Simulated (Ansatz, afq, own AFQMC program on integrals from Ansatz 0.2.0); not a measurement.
GeH$_{4}$Br, doublet in cc-pVTZ, levels against AFQMC with the constraint released

```xyz
6

Ge   -1.8016    0.0000    0.0000
H    -2.3131    1.4466    0.0000
H    -2.3131   -0.7233    1.2528
H    -2.3131   -0.7233   -1.2528
H    -0.0026    0.0000    0.0000
Br    1.7254    0.0000    0.0000
```

Connectivity, by distances: GeH3 ··· Br, 1 bridging H.

Basis cc-pVTZ. Noble-gas cores (and the filled d shells of Ga–Kr and In–Xe) are frozen. Ansatz 0.2.0 and our own AFQMC program on the same integrals; the CISD trial comes from CCSD amplitudes, and released means the phaseless constraint is let go. Error bars are statistical, one sigma. No spin–orbit coupling.

Determinant: UHF, the one that the program's search chose, which needn't be the lowest solution. The geometry is a point of a scan.

No full CI on the walks' own integrals is used here. The released AFQMC energy serves as the reference, which it does only where one determinant dominates, the energy is flat over the last release times and near the phaseless one (40 meV or 2 meV an electron, half that with transition metals). On small molecules, where full CI could be run and the noise was under 10 meV, such values lay within 10 meV of it in 19 cases of 20, a flattering rate, since the rule was set on those same cases; what remains of the bias isn't in the error bar.

Cautions: no relativity below Rb; no spin-orbit coupling; inner d shell frozen; the released value is read at 1.50 1/Eh with a noise of 10 meV, more than in the cases checked (meV from the phaseless value at times in 1/Eh: -8 ± 6 at 0.24, -15 ± 4 at 0.51, -11 ± 7 at 0.99, -12 ± 10 at 1.50).

* T1 diagnostic: 0.0145
* weight of the determinant in the CISD state: 0.848
* ⟨S²⟩ of the determinant: 0.788
* size of the correlated space: 15 electrons in 114 orbitals

| level | correlation energy (eV) |
| --- | --- |
| MP2 | -7.9671 |
| CCSD | -9.1936 |
| CCSD(T) | -9.4952 |

Task: Estimate where phaseless AFQMC with a CISD trial lies against CCSD(T) on the same integrals.

Result: 39.4 ± 5.8 meV below CCSD(T).

Reference: AFQMC with the constraint released, correlation energy -9.546 ± 0.010 eV.

```tsv
level	E − E(reference) (meV)	share of correlation (%)
CCSD(T)	51.1 ± 10.4	99.46
ph-AFQMC/HF	91.4 ± 32.7	99.04
ph-AFQMC/CISD	11.7 ± 11.9	99.88
```

A walk keeps the symmetry of its determinant, which the program's search chose and which needn't be the lowest solution, so a lower state of the same spin and another symmetry isn't excluded. Released energies are given only where the last usable release times agree within the noise; a slower fall can still hide under it.
